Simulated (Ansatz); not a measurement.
Geometry optimisation, RKS PBE-D4/cc-pVDZ (Ansatz 0.2.0).

input.yaml

```yaml
crystal:
  periodic: [false, false, false]
  atoms:
    - { symbol: "N", position_ang: [1.0927, 0.8035, 0.5031] }
    - { symbol: C, position_ang: [0.4716, -0.2982, -0.2233] }
    - { symbol: O, position_ang: [-0.4533, -1.0763, 0.5616] }
    - { symbol: C, position_ang: [-0.9182, -0.3806, -0.5409] }
    - { symbol: F, position_ang: [-1.7912, 0.6947, -0.2731] }
    - { symbol: H, position_ang: [1.5203, 0.5275, 1.3267] }
    - { symbol: H, position_ang: [0.3071, 1.4307, 0.8486] }
    - { symbol: H, position_ang: [1.2016, -0.8195, -0.87] }
    - { symbol: H, position_ang: [-1.3422, -0.9282, -1.3499] }
basis:
  gaussian: { orbitals: cc-pVDZ }
hamiltonian:
  xc: pbe
  dispersion: d4
relax:
  f_tol: 0.015
  max_steps: 40
output:
  orbitals: {}
```

Run as:

```bash
$ ansatz run input.yaml --threads 1 --pin off --max-ram 2048MiB --backend cpu --events-out ev --progress --plain --runs-dir out
```

Problem. Where does it end, and by what steps?

Solution. It converged. After 8 steps the energy has fallen by 0.430 eV; H6 moved furthest, 0.21 Å.

| step | energy less start (eV) | largest force component (eV/Å) | accepted |
| --- | --- | --- | --- |
| 0 | 0.0000 | 3.124 | yes |
| 1 | -0.3467 | 1.307 | yes |
| 2 | -0.4075 | 0.510 | yes |
| 3 | -0.3889 | 0.853 | no |
| 4 | -0.4239 | 0.470 | yes |
| 5 | -0.4255 | 0.438 | yes |
| 6 | -0.4301 | 0.023 | yes |
| 7 | -0.4301 | 0.032 | no |
| 8 | -0.4302 | 0.007 | yes |

```xyz
9
Properties=species:S:1:pos:R:3
N 0.989 0.845 0.463
C 0.493 -0.300 -0.175
O -0.537 -1.197 0.513
C -0.925 -0.378 -0.537
F -1.714 0.712 -0.181
H 1.663 0.618 1.204
H 0.220 1.394 0.866
H 1.242 -0.899 -0.718
H -1.343 -0.842 -1.451
```

Time of the run: 14 s on 1 thread of Intel(R) Xeon(R) 6975P-C (Granite Rapids) (shared host), peak memory 0.16 GiB.
